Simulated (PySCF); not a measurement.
Ionising HF

PBE0; H def2-TZVPPD, F def2-TZVPPD; no relativity (PySCF 2.14). Neutral (UKS): singlet (closed shell), Re = 0.918 Å, ωe = 4149 cm⁻¹, De = 5.94 eV, HOMO -11.84 eV, LUMO 0.29 eV.

HF⁺ (UKS): doublet (π ↑), Re = 1.007 Å, ωe = 3052 cm⁻¹, De = 3.64 eV to H⁺ + F. The energies at the minima are -100.39626 hartree for HF and -99.81086 for HF⁺.

Work out the adiabatic ionisation energy, without and with harmonic zero-point energies (1 hartree = 27.2114 eV, 1 eV = 8065.5 cm⁻¹), and the change of the bond length.

At PBE0: 0.58540 hartree = 15.930 eV between the minima; the zero-point term (3052.0 − 4149.0)/2 cm⁻¹ = -0.068 eV makes it 15.862 eV. Re changes by +8.9 pm against the neutral. Minus the HOMO energy is 11.84 eV, -4.09 eV from the value between the minima; self-interaction puts the Kohn–Sham level too high, less so with exact exchange. The electron leaves a π orbital, which is non-bonding in a hydride.

For an ion De counts to the pair picked by the measured ionisation energies or electron affinities, which need not be the lowest pair at this level. States were picked by a PBE0 search and need not be the measured ground states.
